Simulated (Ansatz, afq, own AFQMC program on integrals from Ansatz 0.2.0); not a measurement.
Ge2H4, singlet in cc-pVDZ, levels against CCSDT(Q)

```yaml
atoms:
  - { symbol: Ge, position_ang: [0.0000, 0.0168, 1.2218] }
  - { symbol: Ge, position_ang: [0.0000, -0.0363, -1.2773] }
  - { symbol: H, position_ang: [0.0000, 1.3870, 1.9258] }
  - { symbol: H, position_ang: [1.2331, -0.7670, 1.7257] }
  - { symbol: H, position_ang: [-1.2331, -0.7670, 1.7257] }
  - { symbol: H, position_ang: [0.0000, 1.5538, -1.3752] }
```

Connectivity, by distances: GeH3–GeH.

Basis cc-pVDZ. Only valence electrons are correlated. Ansatz 0.2.0 and our own AFQMC program on the same integrals; the CISD trial comes from CCSD amplitudes, and released means the phaseless constraint is let go. Free projection: walkers drawn from exp(T), propagated without any constraint. Its projection time is finite, and what remains of the start isn't in its error. Error bars are statistical, one sigma. No spin–orbit coupling.

Determinant: RHF, the one that the program's search chose, which needn't be the lowest solution. The geometry is a PBE0/def2-TZVP stationary point of this or a neighbouring charge and spin state.

No full CI on the walks' own integrals is used here; CCSDT(Q) serves as the reference and is uncertain by about the last step of the cluster series.

Cautions: no relativity below Rb; no spin-orbit coupling; inner d shell frozen; higher spins were not checked; restricted determinant unstable towards unrestricted (UHF 44 meV lower, ⟨S²⟩ 0.30).

* T1 diagnostic: 0.0138
* weight of the determinant in the CISD state: 0.858
* size of the correlated space: 12 electrons in 46 orbitals

| level | correlation energy (eV) |
| --- | --- |
| MP2 | -4.8263 |
| CCSD | -6.0617 |
| CCSD(T) | -6.2116 |

Task: Estimate where phaseless AFQMC with the Hartree–Fock trial lies against CCSD(T) on the same integrals.

Result: 207.9 ± 58.3 meV below CCSD(T).

Reference: CCSDT(Q), correlation energy -6.249 eV. The released energy is read at 1.62 1/Eh, later times being too noisy (meV from the phaseless value at times in 1/Eh: -9 ± 13 at 0.24, -16 ± 10 at 0.51, 0 ± 13 at 0.99, -8 ± 16 at 1.62, -6 ± 22 at 2.40).

```tsv
level	E − E(reference) (meV)	share of correlation (%)
CCSD(T)	37.3	99.40
CCSDT	7.2	99.88
ph-AFQMC/HF	-170.6 ± 58.3	102.73
ph-AFQMC/CISD	-1.3 ± 9.4	100.02
released AFQMC	-9.1 ± 15.6	100.14
free AFQMC	5.6 ± 11.0	99.91
```

Free projections are given only where their last times agree within the noise and don't stop above the reference; a slow remainder of the start can still hide under it. A walk keeps the symmetry of its determinant, which the program's search chose and which needn't be the lowest solution, so a lower state of the same spin and another symmetry isn't excluded. Released energies are given only where the last usable release times agree within the noise; a slower fall can still hide under it.
